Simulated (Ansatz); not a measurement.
# What a trial cell of Cs2Si3 relaxes into

The calculation used DFT PBE, scalar-relativistic, plane waves, PAW (Ansatz). Cutoff 420 eV, Γ-centred k mesh, Gaussian smearing, no spin polarisation in the final step.

The start puts Cs2Si3 on the A-type sesquioxide structure type (P-3m1, No. 164), with Cs in place of La, Si in place of O, at a guessed volume.

```
CELL_PARAMETERS angstrom
4.61662 0.00000 0.00000
-2.30831 3.99811 0.00000
0.00000 0.00000 7.18271
ATOMIC_POSITIONS crystal
Cs 0.33333 0.66667 0.24500
Cs 0.66667 0.33333 0.75500
Si 0.00000 0.00000 0.00000
Si 0.33333 0.66667 0.64500
Si 0.66667 0.33333 0.35500
```

Cell and atoms relax at zero pressure; the relaxation can't lower the symmetry of the start. After a coarse first stage the cell is made exact in the group found at 0.06 Å.

Formation energies are uncorrected and refer to the elements' standard structures at the same level.

Q: What does it relax into?

A: It keeps P-3m1 (No. 164), but not the shape of the type it started on. Conventional cell: a = 3.918 Å, c = 12.688 Å. Cs has 7 Si at 3.67–3.86 Å and 6 Cs at 3.92 Å; Si on Wyckoff site a (1 atom of the primitive cell) has 6 Cs at 3.67 Å and 6 Si at 3.92 Å; around Si on Wyckoff site d (2 atoms of the primitive cell) lie 3 Si at 2.36 Å.

Space group P-3m1 (No. 164). a = 3.918 Å, b = 3.918 Å, c = 12.688 Å, α = 90.00°, β = 90.00°, γ = 120.00°
```json
{"atom": "Cs", "site": "2d", "symmetry": "3m.", "x": "0.3333", "y": "0.6667", "z": "0.2274"}
{"atom": "Si", "site": "1a", "symmetry": "-3m.", "x": "0.0000", "y": "0.0000", "z": "0.0000"}
{"atom": "Si", "site": "2d", "symmetry": "3m.", "x": "0.3333", "y": "0.6667", "z": "0.5264"}
```

Q: What are its volume, energy, density and gap?

A: The volume per atom is 33.74 Å³ and the density is 3.45 g/cm³. The energy over the elements is 0.46 eV/atom and the gap on the 12×12×4 mesh is 0 eV (a metal).

The final run used a 12×12×4 mesh on its 5-atom cell and 0.10 eV smearing. For metals, differences of a few meV/atom aren't resolved. A structure relaxed within its symmetry needn't be a true minimum.

Cost: 3 runs of about 6.4 core-minutes in all, on AMD EPYC (Zen 3) (shared hosts).